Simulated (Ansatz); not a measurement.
```yaml
crystal:
  periodic: [false, false, false]
  atoms:
    - {symbol: B, position_ang: [0.091147, 0.805954, -0.160904]}
    - {symbol: B, position_ang: [-0.048058, -0.795385, 0.169339]}
    - {symbol: H, position_ang: [-0.283681, -1.669812, -0.676741]}
    - {symbol: H, position_ang: [-0.072663, 1.235130, -1.234195]}
    - {symbol: H, position_ang: [0.264992, 1.685175, 0.740370]}
    - {symbol: H, position_ang: [-0.000600, -1.258560, 1.320475]}
basis:
  gaussian: {orbitals: def2-SVPD}
total_charge: -1
magnetization: {spin_polarized: true, initial_magnetization: 1}
hamiltonian: {xc: {name: B2GP-PLYP}}
scf: {omitted_lower_state_checks: [starts]}
output: {forces: true}
```

```sh
$ ansatz run in.yaml --threads 4 --pin off --events-out ev --progress --plain --max-ram 3916MiB
```

It prints (some lines left out):

```
Functional definition: B2GP-PLYP
714 factors; integrals over basis functions are off by at most 1.1e-3 eV
mean field evaluation 1: about -1410.2950 eV, gradient 6.8e0 eV
mean field evaluation 2: about -1410.2948 eV, gradient 6.8e0 eV
mean field evaluation 4: about -1410.7413 eV, gradient 5.1e-1 eV
mean field evaluation 8: about -1410.7436 eV, gradient 8.0e-3 eV
mean field evaluation 16: about -1410.7436 eV, gradient 2.6e-5 eV
mean field -1410.74360391 eV, -51.8438712075 hartree, gradient 5.1e-6 eV, S^2 0.753742; 0 other end points of the search recorded, 0 dependent functions left out
2 core orbitals not correlated: weight in the atoms' cores, before any rotation towards them, 1.000 or more for the frozen orbitals, at most 0.000 for the correlated occupied ones
reference -1410.74372654 eV, -51.8438757138 hartree; 6, 5 occupied and 64, 65 virtual orbitals, 714 factors
second order -6.25089247 eV of doubles, -0.00000000 eV of singles
Total energy: -1412.99404782 eV, -51.9265734958 hartree
Atom 0 at     0.091147     0.805954    -0.160904 Å, force     0.063106     0.052244     1.684290 eV/Å
Atom 1 at    -0.048058    -0.795385     0.169339 Å, force    -0.114586    -0.412027     0.300513 eV/Å
Atom 2 at    -0.283681    -1.669812    -0.676741 Å, force     0.092254     0.175867     0.088660 eV/Å
Atom 3 at    -0.072663     1.235130    -1.234195 Å, force    -0.073572     0.637753    -1.274116 eV/Å
Atom 4 at     0.264992     1.685175     0.740370 Å, force    -0.021415    -0.511461    -0.573967 eV/Å
Atom 5 at    -0.000600    -1.258560     1.320475 Å, force     0.054214     0.057625    -0.225380 eV/Å
Dipole moment:    -0.006065     0.007412    -0.043541 e Å
Checks for a lower state left out: starts
```

It took 1.7 s on 4 threads of Arm Neoverse V1 on a shared host.

Correlated methods freeze 2 core orbitals.

The dipole of an ion depends on the origin.
